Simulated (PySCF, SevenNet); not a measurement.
For zinc-blende AlN (metastable phase), the machine-learned potential SevenNet-0 (trained on PBE and PBE+U data) gives:

```
Property              Result
-------------------  -------
lattice parameter a  4.400 Å
bulk modulus B0      201 GPa
```

Problem. What does Hartree–Fock (PySCF, GTH pseudopotentials, Gaussian basis) give for the same quantities?

Solution. 
- lattice constant a: 4.360 Å (shrinks by 0.9 %)
- bulk modulus: 232 GPa (grows by 15 %)

Changes are worked out from the printed values.

Unless a cell is named, each level is at its own relaxed cell (SevenNet-0 10.65, Hartree–Fock 10.36 Å³/atom).
